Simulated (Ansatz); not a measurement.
# C3H6O: the cost of one run

Method: the levels named in each step, in Ansatz 0.2.0.

## Step 1: Starting point

Bond lengths: C1–C2 1.507 Å, C2–C3 1.464 Å, C2–O4 1.398 Å, C3–O4 1.399 Å, C1–H5 1.087 Å, C1–H6 1.088 Å, C1–H7 1.088 Å, C2–H8 1.089 Å, C3–H9 1.084 Å, C3–H10 1.084 Å. Angles (14 of 19 angles, heavy atoms first): C1–C2–C3 121.5°, C1–C2–O4 118.3°, C3–C2–O4 58.5°, C2–C3–O4 58.4°, C2–O4–C3 63.1°, C1–C2–H8 114.9°, C3–C2–H8 117.5°, O4–C2–H8 114.2°, C2–C1–H5 110.2°, C2–C1–H6 110.1°, C2–C1–H7 109.8°, C2–C3–H9 119.4°, C2–C3–H10 119.9°, O4–C3–H9 115.6°.

Structure file:

```xyz
10

C    -1.5203   -0.2940    0.2598
C    -0.2671    0.2606   -0.3666
C     0.9711   -0.5191   -0.4215
O     0.8177    0.5507    0.4666
H    -1.2669   -0.9614    1.0794
H    -2.1343    0.5153    0.6479
H    -2.0928   -0.8415   -0.4857
H    -0.4343    0.9937   -1.1540
H     1.0011   -1.5030    0.0325
H     1.6744   -0.3609   -1.2313
```

## Step 2: A rough first relaxation, PBE-D4/def2-SVP

This run stands in another session on the same molecule. It ended at:

```xyz
10

C    -1.5256   -0.2936    0.2561
C    -0.2751    0.2421   -0.3929
C     0.9937   -0.5110   -0.4083
O     0.8074    0.5938    0.4771
H    -1.2744   -1.0301    1.0450
H    -2.1082    0.5264    0.7241
H    -2.1795   -0.7859   -0.4934
H    -0.4424    0.9670   -1.2169
H     1.0336   -1.5109    0.0678
H     1.7190   -0.3574   -1.2314
```

## Step 3: Relaxation, HF/STO-3G

The input, input.yaml:

```yaml
crystal:
  periodic: [false, false, false]
  atoms:
    - { symbol: C, position_ang: [-1.52555731, -0.29363326, 0.25612879] }
    - { symbol: C, position_ang: [-0.27514254, 0.24214649, -0.39292997] }
    - { symbol: C, position_ang: [0.99371168, -0.51095425, -0.40829024] }
    - { symbol: O, position_ang: [0.80742981, 0.5938029, 0.47706859] }
    - { symbol: H, position_ang: [-1.27435556, -1.03007093, 1.04495819] }
    - { symbol: H, position_ang: [-2.1081738, 0.52635132, 0.72410155] }
    - { symbol: H, position_ang: [-2.17949973, -0.78589819, -0.49338456] }
    - { symbol: H, position_ang: [-0.44236184, 0.96696867, -1.21689675] }
    - { symbol: H, position_ang: [1.03356672, -1.51085982, 0.06779766] }
    - { symbol: H, position_ang: [1.71902258, -0.35741293, -1.23141326] }
basis:
  gaussian: { orbitals: STO-3G }
hamiltonian:
  xc: hf
relax:
  f_tol: 0.002
  max_steps: 150
```

Command:

```sh
$ ansatz run input.yaml --threads 4 --pin off --max-ram 10240MiB --backend cpu --events-out ev --progress --plain --runs-dir out
```

Q: Estimate wall time and peak memory on 4 threads of Intel Xeon at 2.70GHz, shared host.

About 3.1 s, with a peak of 0.1 GiB.
